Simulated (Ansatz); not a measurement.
# AlCO (doublet): from Hartree-Fock to the top rungs, def2-TZVPP

The task here is to estimate one member of a computed series from the others.

Computed with Ansatz 0.2.0, Gaussian basis. Level: def2-TZVPP, core rule «outside noble gas», up to 7 orbitals frozen.

To be run: UHF; ROHF; CCSD(T) on UHF.

### The system

The geometry is a PBE0/def2-TZVP stationary point (not a proven minimum) of the parent state, kept for this charge and spin.

3 atoms, charge 0, spin multiplicity 2.

Atoms are counted from 1 here; the program's logs count them from 0.

Bond lengths: Al1–C2 1.847 Å, C2–O3 1.158 Å. Angles: Al1–C2–O3 180.0°.

The first run:

The input, in.yaml:

```yaml
crystal:
  periodic: [false, false, false]
  atoms:
    - {symbol: Al, position_ang: [0.000000, 0.000000, 1.617200]}
    - {symbol: C, position_ang: [0.000000, 0.000000, -0.229400]}
    - {symbol: O, position_ang: [0.000000, 0.000000, -1.387800]}
basis:
  gaussian: {orbitals: def2-TZVPP}
magnetization: {spin_polarized: true, initial_magnetization: 1}
hamiltonian: {xc: hf}
output: {orbitals: {seedname: orbitals}}
```

Command:

```
ansatz run in.yaml --threads 1 --pin off --events-out ev --progress --plain --max-ram 4096MiB --backend cpu
```

Among the steps run: UHF; ROHF; CCSD(T) on UHF.

One of the session's tables, all rows but one given; the rest of the session is left out.

```
  method  from UCCSD(T) (meV)
    ROHF             +12215.3
     UHF                    ?
    UMP2              +1100.0
   UCCSD               +562.7
UCCSD(T)                    0
```

Q: Estimate the row for UHF from the others.

The run gave: from UCCSD(T) (meV): +12075.5. In the column «from UCCSD(T) (meV)» it lies between UMP2 (+1100.0) and ROHF (+12215.3).
